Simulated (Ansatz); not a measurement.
**AlLiH2 (singlet): wave-function methods side by side at distance Al1–H3 = 2.220 Å, 6-31G**

Aim: climb from Hartree-Fock through coupled cluster and multireference methods for AlLiH2 (singlet) at one geometry and basis, and see what each rung misses.

Computed with Ansatz 0.2.0, Gaussian basis. Level: 6-31G, core rule «outside noble gas», up to 6 orbitals frozen.

The runs, in order: UHF; CCSD(T) on RHF; BCCD(T) on RHF; CISD; CCSDT(Q) on RHF; CISDTQ; CCSDTQ on RHF; CASSCF and MRCISD+Q, 2 electrons in 2 orbitals; CASSCF and NEVPT2, 2 electrons in 2 orbitals; Full CI.

52 further runs of the same task are left out: 33 for a known fault of the program, 12 that didn't finish, 7 set aside as unsound or not needed. Runs told in other sessions of the task aren't counted.

### 1 The system

The geometry derives from a PBE0/def2-TZVP stationary point (not a proven minimum). One bond is set to the value named and the two fragments are kept rigid.

4 atoms, charge 0, spin multiplicity 1.

Atoms are counted from 1 here; the program's logs count them from 0.

Bond lengths: Al1–H4 1.618 Å.

### 2 UHF

Contents of in.yaml:

```yaml
crystal:
  periodic: [false, false, false]
  atoms:
    - {symbol: Al, position_ang: [0.000000, -0.013651, 0.446287]}
    - {symbol: Li, position_ang: [0.000000, -0.013651, -2.192535]}
    - {symbol: H, position_ang: [0.000000, 1.780936, 1.753138]}
    - {symbol: H, position_ang: [0.000000, -1.321513, 1.398696]}
basis:
  gaussian: {orbitals: 6-31G}
magnetization: {spin_polarized: true, initial_magnetization: 0}
hamiltonian: {xc: hf}
output: {orbitals: {seedname: orbitals}}
```

On the command line:

```console
ansatz run in.yaml --threads 1 --pin off --events-out ev --progress --plain --max-ram 2393MiB
```

After this run come: CCSD(T) on RHF; BCCD(T) on RHF; CISD; CCSDT(Q) on RHF; CISDTQ; CCSDTQ on RHF; CASSCF and MRCISD+Q, 2 electrons in 2 orbitals; CASSCF and NEVPT2, 2 electrons in 2 orbitals; Full CI.

Q: Predict the results of all the runs planned. Wanted: FCI from the RHF energy; RMP2 from FCI; RCCSD from FCI; RCCSD(T) from FCI; RCCSDT(Q) from FCI; NEVPT2 pair from FCI; T1 diagnostic; effectively unpaired electrons.

The runs gave:

| quantity | value |
| --- | --- |
| FCI from the RHF energy | -1.9238 eV |
| RMP2 from FCI | +15.64 kcal/mol |
| RCCSD from FCI | +1.28 kcal/mol |
| RCCSD(T) from FCI | +0.45 kcal/mol |
| RCCSDT(Q) from FCI | +0.03 kcal/mol |
| NEVPT2 pair from FCI | +10.22 kcal/mol |
| levels within 1 kcal/mol (43 meV) | RCCSD(T), BCCD(T), RCCSDT, CISDTQ, RCCSDT(Q), RCCSDTQ |
| T1 diagnostic | 0.027 |
| effectively unpaired electrons | 0.10 |

**Reading.** RCCSD(T) lands +0.45 kcal/mol from the yardstick (1.0 % of the correlation energy). One determinant dominates. These misses are within one basis, not against nature.
